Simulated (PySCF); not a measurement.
Species: methoxyethane, C3H8O.
SMILES: `CCOC`

Torsions of this conformer, `[CH3:1][CH2:2][O:3][CH3:4]`: C1–C2–O3–C4 -69°.

The closed-shell ground state was solved at several levels (PySCF, density fitting, gas phase, non-relativistic). One conformer (not necessarily the lowest) at the GFN2-xTB geometry, without solvent, vibrations or thermal averaging.

```json
{"level": "PBE0/def2-SVPD", "basis functions": "147", "HOMO (eV)": "-7.37", "LUMO (eV)": "0.78", "gap (eV)": "8.15", "dipole (D)": "1.34"}
{"level": "PBE0/pcSseg-1", "basis functions": "108", "HOMO (eV)": "-7.25", "LUMO (eV)": "1.56", "gap (eV)": "8.81", "dipole (D)": "1.37"}
```

Q: What might B3LYP/pcJ-1 (188 basis functions) give for the same quantities?

A: HOMO -7.00 eV, LUMO 1.26 eV, gap 8.26 eV, dipole 1.33 D.

Q: Over all these levels, which gives the widest orbital gap and which the narrowest?

A: PBE0/pcSseg-1 has the widest, 8.81 eV, and PBE0/def2-SVPD the narrowest, 8.15 eV. The two share the functional. From the narrowest to the widest the HOMO moves by +0.12 eV and the LUMO by +0.78 eV.

Q: How far do the dipole and the HOMO energy spread over the levels?

A: The dipole runs from 1.33 to 1.37 D (mean 1.35 D) and the HOMO from -7.37 to -7.00 eV.
